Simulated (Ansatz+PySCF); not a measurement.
# singlet C2H4: levels of theory in one basis

| atom | x (Å) | y (Å) | z (Å) |
| --- | --- | --- | --- |
| C | 0.0000 | 0.0000 | -0.7234 |
| C | 0.0000 | 0.0000 | 0.7234 |
| H | 0.0000 | -0.9325 | -1.3026 |
| H | 0.0000 | 0.9325 | -1.3026 |
| H | -0.9325 | 0.0000 | 1.3026 |
| H | 0.9325 | 0.0000 | 1.3026 |

Basis set: STO-3G (spherical functions). Left uncorrelated: 2 orbitals. Charge 0, multiplicity 1.

Computed with Ansatz (development build ahead of 0.2.0); each method stands on the lowest determinant of its kind that the runs found. NEVPT2 correlates all electrons. Active spaces start from the frontier orbitals, and the lowest solution found is given.

```json
{"method": "RHF", "E − E(RHF) (eV)": "0.00", "<S²> of the determinant": "0.00"}
{"method": "UHF", "E − E(RHF) (eV)": "-4.50", "<S²> of the determinant": "1.05"}
{"method": "RHF-MP2", "E − E(RHF) (eV)": "-4.26", "<S²> of the determinant": "–"}
{"method": "UHF-MP2", "E − E(RHF) (eV)": "-6.41", "<S²> of the determinant": "1.05"}
{"method": "RHF-CCSD", "E − E(RHF) (eV)": "-7.40", "<S²> of the determinant": "–"}
{"method": "UHF-CCSD", "E − E(RHF) (eV)": "-7.31", "<S²> of the determinant": "1.05"}
{"method": "RHF-CCSD(T)", "E − E(RHF) (eV)": "-7.58", "<S²> of the determinant": "–"}
{"method": "UHF-CCSD(T)", "E − E(RHF) (eV)": "-7.33", "<S²> of the determinant": "1.05"}
{"method": "RHF-CCSDT(Q)", "E − E(RHF) (eV)": "-7.42", "<S²> of the determinant": "–"}
{"method": "UHF-CCSDT(Q)", "E − E(RHF) (eV)": "-7.43", "<S²> of the determinant": "1.05"}
{"method": "full CI (lowest root of this spin)", "E − E(RHF) (eV)": "-7.44", "<S²> of the determinant": "–"}
{"method": "SC-NEVPT2(2,2)", "E − E(RHF) (eV)": "-6.42", "<S²> of the determinant": "–"}
```

**Question.** What does CASSCF(2,2) give on the same scale?

**Answer.** -4.12 eV.

**Question.** Is a single determinant a sound starting point here?

**Answer.** It is doubtful. Unrestricted orbitals lower Hartree–Fock by 4.50 eV and <S²> is 1.05 where a pure state has 0.00, a sign of strong static correlation. The CASSCF(2,2) natural occupations are 1.00, 1.00.

Caution for RHF, RHF-MP2, RHF-CCSD, RHF-CCSD(T), RHF-CCSDT(Q): an unrestricted determinant lies well below; the determinant breaks the point group. Caution for UHF, UHF-MP2, UHF-CCSD, UHF-CCSD(T), UHF-CCSDT(Q): the unrestricted determinant is a mixture of spin states. Caution for RHF-MP2, RHF-CCSDT(Q): large amplitudes, a single reference is doubtful. Caution for RHF-MP2: the program doubts this total. Caution for UHF-MP2, UHF-CCSD, UHF-CCSD(T), UHF-CCSDT(Q): a plain start can end on a higher determinant. Caution for RHF-CCSD, RHF-CCSD(T): very large amplitudes, the method is breaking down. Caution for RHF-CCSD, RHF-CCSD(T), RHF-CCSDT(Q), UHF-CCSDT(Q): the amplitudes may be one of several solutions.
